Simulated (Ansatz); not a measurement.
Species: C2H2F, charge 0, doublet. C2H2F (SMILES C=[C]F, doublet).
B3LYP-D3(BJ)/def2-TZVP minimum from Ansatz (a quantum-chemistry and plane-wave program):
```xyz
5

C     -0.0030     0.4279    -0.0061
C      1.2000    -0.0902     0.0004
F     -1.1765    -0.1568     0.0031
H      1.3403    -1.1676     0.0158
H      2.0667     0.5527    -0.0094
```
Charge 0, spin multiplicity 2.

Quantity: atomisation energy (electronic, to ground-state atoms), in kcal/mol. Radicals and triplets start from unrestricted determinants; spin-orbit coupling is neglected. CBS(X,Y): correlation extrapolated as X^-3, Hartree-Fock from the larger set (Q,5: extrapolated as (X+1)exp(-9√X)). A bracket is a step between two methods taken in the basis named. The functionals are non-relativistic, so their misses hold any scalar relativity. Double hybrids freeze cores in their MP2 part. 'core' is core correlation in cc-pwCVTZ, 'X2C' scalar relativity in cc-pVTZ-DK, both at CCSD(T). Where a partner has so few electrons that a lower coupled-cluster level is exact, that level stands in. The UHF reference of C2H2F (C=[C]F, doublet) is spin-contaminated (<S^2> up to 0.18 over the pure value in the sets run).

CCSD(T)/CBS(cc-pVQZ,cc-pV5Z) + [CCSDT(Q) - CCSD(T)]/cc-pVDZ + core + X2C (Ansatz) gives 454.5 kcal/mol.

Problem. What does PBE/def2-TZVPD (Ansatz) give here, and how do the other levels compare?

Solution. PBE gives 475.7 kcal/mol, 21.2 kcal/mol above it. Differences of the others: PBE0/def2-TZVPD (Ansatz) 5.7; B2PLYP/def2-TZVPD (Ansatz) -4.0; CCSD(T)/CBS(cc-pVQZ,cc-pV5Z) + core + X2C (Ansatz) -1.0 kcal/mol. Nearer than PBE: PBE0/def2-TZVPD, B2PLYP/def2-TZVPD, CCSD(T)/CBS(cc-pVQZ,cc-pV5Z) + core + X2C.
